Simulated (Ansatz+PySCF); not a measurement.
**singlet HCl: levels of theory in one basis**

```xyz
2

H     0.0000    0.0000   -1.2745
Cl    0.0000    0.0000    0.0750
```

Basis set: 6-31G (spherical functions). Left uncorrelated: 5 orbitals. Charge 0, multiplicity 1.

Computed with Ansatz (development build ahead of 0.2.0) and PySCF 2.14.0; each method stands on the lowest determinant of its kind that the runs found.

```tsv
method	E − E(RHF) (eV)	<S²> of the determinant
RHF	0.00	–
RHF-CCSD	-1.63	–
RHF-CCSD(T)	-1.64	–
full CI (lowest root of this spin)	-1.64	–
```

Q: What does RHF-MP2 give on the same scale?

A: -1.35 eV.
